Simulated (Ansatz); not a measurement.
Worked example: Al₂, triplet against Al2⁻, quartet

Geometry (PBE0/def2-TZVPD stationary point of a quartet), kept for both states (Al2⁻, quartet: Σg⁻g; Al2, triplet: Σg⁻g):

```yaml
atoms:
  - { symbol: Al, position_ang: [0.0000, 0.0000, 0.0000] }
  - { symbol: Al, position_ang: [0.0000, 0.0000, 2.5462] }
```

Basis aug-cc-pVDZ; Ansatz 0.2.0. Correlated methods freeze the noble-gas cores. Prefix R: restricted or restricted open-shell reference; prefix U: unrestricted.

Full CI isn't at hand for all of this; UCCSDT(Q) serves as the reference, and is uncertain by the last step of the cluster series or more.

Coupled cluster chose its determinant by a search with trial CCSD, here up to 0.24 eV above the lowest Hartree–Fock solution of its kind, and MP2 stands on that determinant too. The highest occupied Kohn–Sham level of the anion is positive, up to +0.60 eV, so in those functionals the extra electron is held by the basis alone, which enters their differences from the reference.

| level | E(Al2⁻, quartet) (hartree) | E(Al2, triplet) (hartree) |
| --- | --- | --- |
| UMP2 | -483.907695 | -483.852063 |
| UCCSD(T) | -483.942278 | -483.887386 |
| PBE | -484.562626 | -484.506378 |
| UCCSDT(Q) | -483.944869 | -483.890213 |

Task: Give the vertical gap, Al2 triplet less Al2⁻ quartet, at each level in eV (1 hartree = 27.2114 eV), and each error against UCCSDT(Q).

Result: UCCSDT(Q): (-483.890213 − (-483.944869)) × 27.2114 = 1.487 eV (the reference)
PBE: (-484.506378 − (-484.562626)) × 27.2114 = 1.531 eV, error 0.044 eV
UCCSD(T): (-483.887386 − (-483.942278)) × 27.2114 = 1.494 eV, error 0.007 eV
UMP2: (-483.852063 − (-483.907695)) × 27.2114 = 1.514 eV, error 0.027 eV

Total energies of functionals can't be set beside those of wave-function methods, since they hold the core's correlation and their own absolute errors; only the differences compare.

In so small a basis the reference is far from its limit while semilocal and hybrid functionals are nearer theirs, so the functionals' errors here hold much of the reference's basis and frozen-core error, which can add to them or hide them.

Each level lands on the state that its own search finds. T1 diagnostics of restricted CCSD: 0.025 and 0.030.
